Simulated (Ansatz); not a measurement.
**AlH3O (triplet): from Hartree-Fock to the top rungs at distance Al1–H4 along a hydrogen transfer = 1.641 Å, cc-pVDZ**

An exercise on one series of results from a longer session: the logs are not shown, and one member is left open.

Computed with Ansatz 0.2.0, Gaussian basis. Level: cc-pVDZ, core rule «outside noble gas», up to 6 orbitals frozen.

To be run: UHF; CCSD(T) on ROHF; CCSD(T) on UHF; BCCD(T) on ROHF; CISD; CCSDT(Q) on ROHF; CCSDT(Q) on UHF; CASSCF and MRCISD+Q, 4 electrons in 4 orbitals; CASSCF and NEVPT2, 4 electrons in 4 orbitals.

13 further runs of the same task are left out: 9 for a known fault of the program, 1 for a mislabelled method, 3 that didn't finish.

## The geometry

The geometry derives from fragments relaxed apart (PBE0/def2-TZVP) and kept rigid, so it is no stationary point. A hydrogen atom is moved between rigid fragments.

5 atoms, charge 0, spin multiplicity 3.

Atoms are counted from 1 here; the program's logs count them from 0.

Bond lengths: Al1–H2 1.586 Å, Al1–H3 1.586 Å, Al1–H4 1.641 Å. Angles: H2–Al1–H3 120.0°, H2–Al1–H4 120.0°, H3–Al1–H4 120.0°.

Geometry (Å):

```xyz
5
AlH3O
Al   -1.0324    0.0000    0.0000
H    -1.8253    1.3734    0.0000
H    -1.8253   -1.3734    0.0000
H     0.6086    0.0000    0.0000
O     1.9326    0.0000    0.0000
```

The first run:

in.yaml

```yaml
crystal:
  periodic: [false, false, false]
  atoms:
    - {symbol: Al, position_ang: [-1.032367, 0.000000, 0.000000]}
    - {symbol: H, position_ang: [-1.825291, 1.373384, 0.000000]}
    - {symbol: H, position_ang: [-1.825291, -1.373384, 0.000000]}
    - {symbol: H, position_ang: [0.608633, 0.000000, 0.000000]}
    - {symbol: O, position_ang: [1.932633, 0.000000, 0.000000]}
basis:
  gaussian: {orbitals: cc-pVDZ}
magnetization: {spin_polarized: true, initial_magnetization: 2}
hamiltonian: {xc: hf}
output: {orbitals: {seedname: orbitals}}
```

Run with:

```sh
ansatz run in.yaml --threads 1 --pin off --events-out ev --progress --plain --max-ram 2393MiB
```

Steps of the session up to this table: UHF; CCSD(T) on ROHF; CCSD(T) on UHF; BCCD(T) on ROHF; CISD; CCSDT(Q) on ROHF; CCSDT(Q) on UHF; CASSCF and MRCISD+Q, 4 electrons in 4 orbitals; CASSCF and NEVPT2, 4 electrons in 4 orbitals.

One table of the session follows, with a row left open; its other results are not shown here.

| method | from UCCSDT(Q) (meV) |
| --- | --- |
| ROHF | +7043.2 |
| UHF | +6708.6 |
| RMP2 | +1231.5 |
| UMP2 | +1237.4 |
| CISD | ? |
| RCCSD | +140.7 |
| UCCSD | +133.9 |
| RCCSD(T) | +35.0 |
| UCCSD(T) | +33.8 |
| BCCD(T) | +34.8 |
| RCCSDT | +10.5 |
| UCCSDT | +9.1 |
| RCCSDT(Q) | +1.0 |
| UCCSDT(Q) | 0 |
| CASSCF pair | +6377.0 |
| NEVPT2 pair | +1107.5 |
| MRCISD pair | +544.1 |
| MRCISD+Q pair | +68.8 |

Estimate the missing values for CISD.

The run gave: from UCCSDT(Q) (meV): +655.4. In the column «from UCCSDT(Q) (meV)» it lies between MRCISD pair (+544.1) and NEVPT2 pair (+1107.5).

Among the levels timed on like hardware and quicker than the yardstick, those that no quicker one beats, quickest first: NEVPT2 pair (1.4 s, +1107.5 meV); MRCISD+Q pair (1.6 s, +68.8 meV); BCCD(T) (3.3 s, +34.8 meV); UCCSD(T) (4.5 s, +33.8 meV).

To keep in mind: Of the multireference levels listed MRCISD+Q pair comes nearest in total energy (+68.8 meV), which doesn't show that its space is the better one. Restricted and unrestricted rows rest on different reference determinants; where their highest levels disagree by more than a few hundredths of an eV, they describe different states and don't form one ladder.
